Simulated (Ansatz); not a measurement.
Nudged elastic band run: BH4O

input.yaml

```yaml
crystal:
  periodic: [false, false, false]
  atoms:
    - { symbol: B, position_ang: [-0.09398, -0.206294, 0.770718] }
    - { symbol: H, position_ang: [0.893987, -0.993752, 0.491827] }
    - { symbol: H, position_ang: [0.838051, 0.369463, 0.081914] }
    - { symbol: H, position_ang: [-1.122022, -0.426701, 0.174434] }
    - { symbol: O, position_ang: [-0.072968, 0.190013, 2.094362] }
    - { symbol: H, position_ang: [-0.957469, 0.266171, 2.473843] }
magnetization:
  spin_polarized: true
  initial_magnetization: 1
basis:
  gaussian: { orbitals: def2-SVP }
hamiltonian:
  xc: b3lyp
  dispersion: d4
neb:
  order_check: false
  images: 5
  f_tol: 0.05
  max_iterations: 60
  initial_path: linear
  final_atoms:
    - { symbol: B, position_ang: [-0.23748585, 0.18781923, 0.27784092] }
    - { symbol: H, position_ang: [0.95898562, -0.18865598, 2.0322959] }
    - { symbol: H, position_ang: [0.64819648, -0.1838996, -0.45405205] }
    - { symbol: H, position_ang: [-1.41446482, 0.00362093, 0.07851074] }
    - { symbol: O, position_ang: [0.08068038, -0.49885704, 1.75956815] }
    - { symbol: H, position_ang: [-0.55031281, -0.12112754, 2.39293434] }
```

Command:

```bash
$ ansatz run input.yaml --threads 1 --pin off --max-ram 2048MiB --backend cpu --events-out ev --progress --plain --runs-dir out
```

Output, in part (warnings, iteration lines, the closing report on the highest movable image, with atoms numbered from 0):

```
NEB end point (image 0): max|allowed force component| = 2.033e-2 eV/Å (the criterion of neb.relax_end_points is 1.000e-2)
NEB end point (image 6): max|allowed force component| = 6.705e-3 eV/Å (the criterion of neb.relax_end_points is 1.000e-2)
NEB iter   1: max|band force component| = 4.633e0 eV/Å  barrier→ = 2.7409 eV  barrier← = 1.6050 eV  Δτ_max = 0.1075 Å  (195 SCF iters)
NEB iter   2: max|band force component| = 1.435e0 eV/Å  barrier→ = 2.3032 eV  barrier← = 1.1673 eV  Δτ_max = 0.1986 Å  (150 SCF iters)
NEB iter   3: max|band force component| = 1.309e0 eV/Å  barrier→ = 2.0260 eV  barrier← = 0.8900 eV  Δτ_max = 0.1623 Å  (157 SCF iters)
NEB iter   4: max|band force component| = 1.858e0 eV/Å  barrier→ = 1.6493 eV  barrier← = 0.5134 eV  Δτ_max = 0.0817 Å  (155 SCF iters)
NEB iter   5: max|band force component| = 1.241e0 eV/Å  barrier→ = 1.5091 eV  barrier← = 0.3731 eV  Δτ_max = 0.1654 Å  (150 SCF iters)
NEB iter   6: max|band force component| = 1.193e0 eV/Å  barrier→ = 1.2121 eV  barrier← = 0.0762 eV  Δτ_max = 0.1684 Å  (147 SCF iters)
NEB iter   7: max|band force component| = 1.184e0 eV/Å  barrier→ = 1.2742 eV  barrier← = 0.1383 eV  Δτ_max = 0.1663 Å  (142 SCF iters)
NEB iter   8: max|band force component| = 8.112e-1 eV/Å  barrier→ = 1.3473 eV  barrier← = 0.2114 eV  Δτ_max = 0.1647 Å  (146 SCF iters)
NEB iter   9: max|band force component| = 7.321e-1 eV/Å  barrier→ = 1.2910 eV  barrier← = 0.1551 eV  Δτ_max = 0.1639 Å  (147 SCF iters)
NEB iter  10: max|band force component| = 8.537e-1 eV/Å  barrier→ = 1.2253 eV  barrier← = 0.0894 eV  Δτ_max = 0.0829 Å  (144 SCF iters)
NEB iter  11: max|band force component| = 5.722e-1 eV/Å  barrier→ = 1.2108 eV  barrier← = 0.0749 eV  Δτ_max = 0.0831 Å  (144 SCF iters)
NEB iter  12: max|band force component| = 3.232e-1 eV/Å  barrier→ = 1.2026 eV  barrier← = 0.0667 eV  CI = image 5  Δτ_max = 0.0826 Å  (144 SCF iters)
NEB iter  13: max|band force component| = 2.197e-1 eV/Å  barrier→ = 1.2055 eV  barrier← = 0.0696 eV  CI = image 5  Δτ_max = 0.0826 Å  (148 SCF iters)
NEB iter  14: max|band force component| = 1.423e-1 eV/Å  barrier→ = 1.2095 eV  barrier← = 0.0735 eV  CI = image 5  Δτ_max = 0.0744 Å  (141 SCF iters)
NEB iter  15: max|band force component| = 8.744e-2 eV/Å  barrier→ = 1.2123 eV  barrier← = 0.0763 eV  CI = image 5  Δτ_max = 0.0536 Å  (145 SCF iters)
NEB iter  16: max|band force component| = 5.547e-2 eV/Å  barrier→ = 1.2121 eV  barrier← = 0.0762 eV  CI = image 5  Δτ_max = 0.0248 Å  (130 SCF iters)
NEB iter  17: max|band force component| = 1.194e-1 eV/Å  barrier→ = 1.2117 eV  barrier← = 0.0758 eV  CI = image 5  Δτ_max = 0.0124 Å  (132 SCF iters)
NEB iter  18: max|band force component| = 9.601e-2 eV/Å  barrier→ = 1.2117 eV  barrier← = 0.0757 eV  CI = image 5  Δτ_max = 0.0062 Å  (127 SCF iters)
NEB iter  19: max|band force component| = 4.699e-2 eV/Å  barrier→ = 1.2116 eV  barrier← = 0.0757 eV  CI = image 5  Δτ_max = 0.0000 Å  (243 SCF iters)
Total energy: -2784.02392503 eV, -102.3109921657 hartree
Atom 0 at    -0.310986     0.587178     0.540960 Å, force    -0.001704     0.002614    -0.002432 eV/Å
Atom 1 at     0.994865    -0.845646     1.596363 Å, force     0.003308     0.004147    -0.001823 eV/Å
Atom 2 at     0.565035     0.508672    -0.288846 Å, force     0.001136    -0.000089     0.002035 eV/Å
Atom 3 at    -1.465429     0.284744     0.345376 Å, force     0.000970    -0.001310     0.001081 eV/Å
Atom 4 at     0.192279    -0.346985     1.819602 Å, force    -0.000687    -0.011029    -0.001618 eV/Å
Atom 5 at    -0.490165    -0.989064     2.073643 Å, force    -0.003024     0.005667     0.002758 eV/Å
Dipole moment:     0.259288    -0.890619     0.530644 e Å
```

The run converged. The order of the stationary point at the top wasn't checked.

Final band (atoms are numbered from 1 in the order of the input):

```csv
image,path coordinate (Å),energy (eV),B1–H2 (Å),H2–O5 (Å)
0,0.00,0.00,1.29,2.21
1,0.92,0.42,2.15,2.74
2,1.84,0.44,3.04,3.11
3,2.75,0.53,2.71,2.16
4,3.67,1.18,2.23,0.98
5,4.58,1.21,2.21,0.97
6,5.30,1.14,2.16,0.97
```

Run time: 120 s on 1 thread of Arm Neoverse V2 (shared host), peak memory 0.11 GiB.
